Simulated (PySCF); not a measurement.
# ClF₃: how level, basis and relativity move the structure

Each row is its own optimisation.

Each entry is the lowest minimum that a search over a few typed start shapes (and spin states, where more than one is plausible) found, or that minimum re-optimised at the stated level; isomers with ligand–ligand bonds, or fragments after loss of a ligand pair, can lie lower. Open shells are unrestricted; no spin–orbit coupling; PySCF with density fitting.

| level | 2S+1 | point group | mean bond to Cl (Å) | highest ω (cm⁻¹) | atomisation (kJ/mol) | polar-tensor charge of Cl | dipole (D) |
| --- | --- | --- | --- | --- | --- | --- | --- |
| PBE0/def2-SVP (no relativity) | ? | ? | ? | ? | ? | ? | ? |
| B3LYP/def2-TZVP (no relativity) | 1 | C2v | 1.685 | 746 | 528 | 1.67 | 0.69 |
| PBE0/def2-TZVP (no relativity) | 1 | C2v | 1.661 | 797 | 535 | 1.70 | 0.62 |

Q: Fill in the row of PBE0/def2-SVP (no relativity).

A: 2S+1: 1; point group: C2v; mean bond to Cl (Å): 1.688; highest ω (cm⁻¹): 750; atomisation (kJ/mol): 441; polar-tensor charge of Cl: 1.57; dipole (D): 0.94.

Across these levels the mean bond spreads over 0.027 Å and the highest wavenumber over 51 cm⁻¹; all give the same point group.

Levels that gave another bonding pattern or an unsound solution are left out.
